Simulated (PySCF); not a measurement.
# C4H5FO: the cost of one run

Computed with PySCF 2.14.0, with density-fitted response routines of our own, on a single molecule in the gas phase. Atoms count from 0, in the outputs and in this text.

## Step 1: Starting geometry

11 atoms, charge 0, multiplicity 1; geometry from: GFN2-xTB. The atoms were then displaced at random by about 0.01 Å, so the start is not that level's minimum.

Bonds of the start (Å): O0–C1 1.19, C1–F2 1.36, C1–C3 1.42, C3–C4 1.55, C4–C5 1.49, C5–C3 1.54, C3–H6 1.09, C4–H7 1.06, C4–H8 1.05, C5–H9 1.08, C5–H10 1.07.

## Step 2: Optimising the geometry at PBE0-D3(BJ)/def2-SVP

Job settings and geometry (Å):

```
{"job": {"xc": "PBE0", "basis": "def2-SVP", "d3": "d3bj", "grid": 1, "shake": 0.01, "kind": "geom"}, "charge": 0, "multiplicity": 1}
O      2.002900    -0.353740    -0.908310
C      1.517410    -0.037080     0.133990
F      2.348170     0.200870     1.181710
C      0.162650     0.140780     0.537920
C     -0.901850    -0.763140    -0.130890
C     -0.838060     0.678890    -0.500710
H     -0.000500     0.416380     1.576670
H     -1.697200    -1.099140     0.491460
H     -0.526490    -1.478880    -0.804330
H     -1.604150     1.345800    -0.141390
H     -0.424750     0.923430    -1.451790
```

Started as:

```bash
OMP_NUM_THREADS=1 python probes_run.py task.json out
```

This one command runs all jobs of the session in turn.

**Question.** How long does this first job take on 1 thread of Arm Neoverse V2, shared host, and how much memory does it need?

About 35 s, with a peak of 0.46 GiB.
